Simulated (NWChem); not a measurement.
System: NO cation

NWChem input:

```
start job
memory heap 200 mb stack 900 mb global 1100 mb
charge 1
geometry units angstroms noautosym nocenter noautoz
  N      0.000000     0.000000    -0.571443
  O      0.000000     0.000000     0.501306
end
basis spherical
  * library pcsseg-2
end
dft
  xc pbe0
  iterations 150
end
property
  shielding
end
task dft property
```

Excerpt of the output:

```
             Northwest Computational Chemistry Package (NWChem) 7.3.0
             --------------------------------------------------------

                             Geometry "geometry" -> ""
                             -------------------------

 Output coordinates in angstroms (scale by  1.889725989 to convert to a.u.)

  No.       Tag          Charge          X              Y              Z
 ---- ---------------- ---------- -------------- -------------- --------------
    1 N                    7.0000     0.00000000     0.00000000    -0.57144300
    2 O                    8.0000     0.00000000     0.00000000     0.50130600

 Effective nuclear repulsion energy (a.u.)      27.6242867101

                              NWChem Property Module
                              ----------------------

  itol2e modified to match energy
  convergence criterion.

                                 NWChem DFT Module
                                 -----------------

 Summary of "ao basis" -> "ao basis" (spherical)
 ------------------------------------------------------------------------------
       Tag                 Description            Shells   Functions and Types
 ---------------- ------------------------------  ------  ---------------------
 N                          pcsseg-2                12       36   4s5p2d1f
 O                          pcsseg-2                12       36   4s5p2d1f

  itol2e modified to match energy
  convergence criterion.

            General Information
            -------------------
          SCF calculation type: DFT
          Wavefunction type:  closed shell.
          No. of atoms     :     2
          No. of electrons :    14
           Alpha electrons :     7
            Beta electrons :     7
          Charge           :     1
          Spin multiplicity:     1
          Use of symmetry is: off; symmetry adaption is: off
          Maximum number of iterations: 150
          AO basis - number of functions:    72
                     number of shells:    24
          Convergence on energy requested:  1.00D-07
          Convergence on density requested:  1.00D-05
          Convergence on gradient requested:  5.00D-04

              XC Information
              --------------
                         PBE0 Method XC Functional
                     Hartree-Fock (Exact) Exchange  0.250
          PerdewBurkeErnzerhof Exchange Functional  0.750
            Perdew 1991 LDA Correlation Functional  1.000 local
           PerdewBurkeErnz. Correlation Functional  1.000 non-local

             Grid Information
             ----------------
          Grid used for XC integration:  fine
          Radial quadrature: Mura-Knowles
          Angular quadrature: Lebedev.
          Tag              B.-S. Rad. Rad. Pts. Rad. Cut. Ang. Pts.
          ---              ---------- --------- --------- ---------
          N                   0.65       70           6.0       590
          O                   0.60       70           6.0       590
          Grid pruning is: on
          Number of quadrature shells:   140
          Spatial weights used:  Erf1

      Superposition of Atomic Density Guess
      -------------------------------------

 Sum of atomic energies:        -129.08946315

 Renormalizing density from      15.00 to     14

      Non-variational initial energy
      ------------------------------

 Total energy =    -123.802920
 1-e energy   =    -215.846486
 2-e energy   =      64.419279
 HOMO         =      -1.071110
 LUMO         =      -0.601057

   convergence    iter        energy       DeltaE   RMS-Dens  Diis-err
 ---------------- ----- ----------------- --------- --------- ---------
 d= 0,ls=0.0,diis     1   -129.3541701072 -1.57D+02  1.11D-02  1.38D+00
 d= 0,ls=0.0,diis     2   -128.8059752434  5.48D-01  8.26D-03  7.47D+00
 d= 0,ls=0.0,diis     3   -129.4493404679 -6.43D-01  8.47D-04  3.58D-02
 d= 0,ls=0.0,diis     4   -129.4526210464 -3.28D-03  1.77D-04  4.70D-04
 d= 0,ls=0.0,diis     5   -129.4526594576 -3.84D-05  6.99D-06  5.28D-06
 d= 0,ls=0.0,diis     6   -129.4526597587 -3.01D-07  1.20D-06  9.61D-08
 d= 0,ls=0.0,diis     7   -129.4526597656 -6.91D-09  1.14D-07  9.77D-10

         Total DFT energy =     -129.452659765648
      One electron energy =     -224.735570871373
           Coulomb energy =       82.505371879587
    Exchange-Corr. energy =      -14.846747483972
 Nuclear repulsion energy =       27.624286710109

 Numeric. integr. density =       13.999999994273

                       DFT Final Molecular Orbital Analysis
                       ------------------------------------

 Vector    5  Occ=2.000000D+00  E=-9.929370D-01
              MO Center= -1.7D-10,  3.4D-10,  1.0D-01, r^2= 6.9D-01
   Bfn.  Coefficient  Atom+Function         Bfn.  Coefficient  Atom+Function
  ----- ------------  ---------------      ----- ------------  ---------------
    51      0.239785  2 O  py                50      0.227181  2 O  px
    48      0.215732  2 O  py                47      0.204392  2 O  px
    15      0.173295  1 N  py                14      0.164186  1 N  px
    12      0.160584  1 N  py                11      0.152143  1 N  px
    45      0.098977  2 O  py                44      0.093775  2 O  px

 Vector    6  Occ=2.000000D+00  E=-9.929370D-01
              MO Center= -5.1D-09,  4.8D-09,  1.0D-01, r^2= 6.9D-01
   Bfn.  Coefficient  Atom+Function         Bfn.  Coefficient  Atom+Function
  ----- ------------  ---------------      ----- ------------  ---------------
    50      0.239785  2 O  px                51     -0.227181  2 O  py
    47      0.215732  2 O  px                48     -0.204392  2 O  py
    14      0.173295  1 N  px                15     -0.164186  1 N  py
    11      0.160584  1 N  px                12     -0.152143  1 N  py
    44      0.098977  2 O  px                45     -0.093775  2 O  py

 Vector    7  Occ=2.000000D+00  E=-9.292847D-01
              MO Center=  7.0D-09, -6.7D-09, -5.1D-01, r^2= 9.1D-01
   Bfn.  Coefficient  Atom+Function         Bfn.  Coefficient  Atom+Function
  ----- ------------  ---------------      ----- ------------  ---------------
     3      0.361560  1 N  s                 13     -0.273883  1 N  pz
    16     -0.246344  1 N  pz                49      0.218430  2 O  pz
     2      0.209413  1 N  s                 52      0.205781  2 O  pz
     4      0.165114  1 N  s                  1     -0.131015  1 N  s
    10     -0.120228  1 N  pz                46      0.099262  2 O  pz

 Vector    8  Occ=0.000000D+00  E=-4.832139D-01
              MO Center= -3.2D-10,  3.7D-10, -2.0D-01, r^2= 9.7D-01
   Bfn.  Coefficient  Atom+Function         Bfn.  Coefficient  Atom+Function
  ----- ------------  ---------------      ----- ------------  ---------------
    15      0.326761  1 N  py                14      0.297378  1 N  px
    51     -0.258165  2 O  py                12      0.239152  1 N  py
    50     -0.234950  2 O  px                11      0.217647  1 N  px
    48     -0.196992  2 O  py                18      0.184946  1 N  py
    47     -0.179278  2 O  px                54     -0.172136  2 O  py

 Vector    9  Occ=0.000000D+00  E=-4.832139D-01
              MO Center=  1.0D-09, -8.5D-10, -2.0D-01, r^2= 9.7D-01
   Bfn.  Coefficient  Atom+Function         Bfn.  Coefficient  Atom+Function
  ----- ------------  ---------------      ----- ------------  ---------------
    14      0.326761  1 N  px                15     -0.297378  1 N  py
    50     -0.258165  2 O  px                11      0.239152  1 N  px
    51      0.234950  2 O  py                12     -0.217647  1 N  py
    47     -0.196992  2 O  px                17      0.184946  1 N  px
    48      0.179278  2 O  py                53     -0.172136  2 O  px

 Vector   10  Occ=0.000000D+00  E=-1.109472D-01
              MO Center= -1.1D-08,  1.3D-08,  2.5D-01, r^2= 3.4D+00
   Bfn.  Coefficient  Atom+Function         Bfn.  Coefficient  Atom+Function
  ----- ------------  ---------------      ----- ------------  ---------------
     4      3.298853  1 N  s                 40     -2.436260  2 O  s
    19      1.530067  1 N  pz                55      1.020643  2 O  pz
     3     -0.536150  1 N  s                 16      0.274084  1 N  pz
    38     -0.195460  2 O  s                 39     -0.191829  2 O  s
    37      0.083326  2 O  s                 13      0.044982  1 N  pz

     Multipole analysis of the density
     ---------------------------------

     L   x y z        total         alpha         beta         nuclear
     -   - - -        -----         -----         ----         -------
     0   0 0 0      1.000000     -7.000000     -7.000000     15.000000

     1   1 0 0      0.000000      0.000000      0.000000      0.000000
     1   0 1 0     -0.000000     -0.000000     -0.000000      0.000000
     1   0 0 1     -0.164800     -0.092177     -0.092177      0.019553

     2   2 0 0     -5.791567     -2.895783     -2.895783      0.000000
     2   1 1 0      0.000000      0.000000      0.000000      0.000000
     2   1 0 1      0.000000      0.000000      0.000000      0.000000
     2   0 2 0     -5.791567     -2.895783     -2.895783      0.000000
     2   0 1 1     -0.000000     -0.000000     -0.000000      0.000000
     2   0 0 2     -5.337288    -10.339811    -10.339811     15.342333

          -----------------------------------------
          Chemical Shielding Tensors (GIAO, in ppm)
          -----------------------------------------

                                NWChem CPHF Module
                                ------------------

  scftype          =     RHF
  nclosed          =        7
  nopen            =        0
  variables        =      455
  # of vectors     =        3
  tolerance        = 0.10D-03
  level shift      = 0.00D+00
  max iterations   =       50
  max subspace     =       30

 SCF residual:    4.1710996092420891E-006

Iterative solution of linear equations
  No. of variables      455
  No. of equations        3
  Maximum subspace       30
        Iterations       50
       Convergence  1.0D-04

   iter   nsub   residual    time
   ----  ------  --------  ---------
     1      3    7.28D-01      11.8
     2      6    3.60D-02      14.1
     3      9    1.83D-03      16.5
     4     12    1.08D-04      18.7
     5     15    2.27D-06      20.8

      Atom:    1  N
        Diamagnetic
    309.3989      0.0000     -0.0000
      0.0000    309.3989      0.0000
     -0.0000      0.0000    331.5228

        Paramagnetic
   -741.4318      0.0000     -0.0000
      0.0000   -741.4318      0.0000
     -0.0000      0.0000     -0.0000

        Total Shielding Tensor
   -432.0329      0.0000     -0.0000
      0.0000   -432.0329      0.0000
     -0.0000      0.0000    331.5228

           isotropic =    -177.5143
          anisotropy =    -381.7778

          Principal Components and Axis System
                 1           2           3
             -432.0329   -432.0329    331.5228

      1         0.7106      0.7036     -0.0000
      2        -0.7036      0.7106      0.0000
      3         0.0000      0.0000      1.0000

      Atom:    2  O
        Diamagnetic
    379.9084     -0.0000      0.0000
     -0.0000    379.9084     -0.0000
      0.0000     -0.0000    404.3884

        Paramagnetic
   -906.5643     -0.0000     -0.0000
     -0.0000   -906.5643      0.0000
     -0.0000      0.0000     -0.0000

        Total Shielding Tensor
   -526.6559     -0.0000     -0.0000
     -0.0000   -526.6559      0.0000
     -0.0000      0.0000    404.3884

           isotropic =    -216.3078
          anisotropy =    -465.5221

          Principal Components and Axis System
                 1           2           3
             -526.6559   -526.6559    404.3884

      1         0.8133     -0.5818     -0.0000
      2         0.5818      0.8133      0.0000
      3         0.0000     -0.0000      1.0000
```

Level: PBE0/pcSseg-2, GIAO. Structure relaxed at the B3LYP/6-31G* (spherical d) level. The printed shielding anisotropy is the first printed principal value minus the mean of the other two.
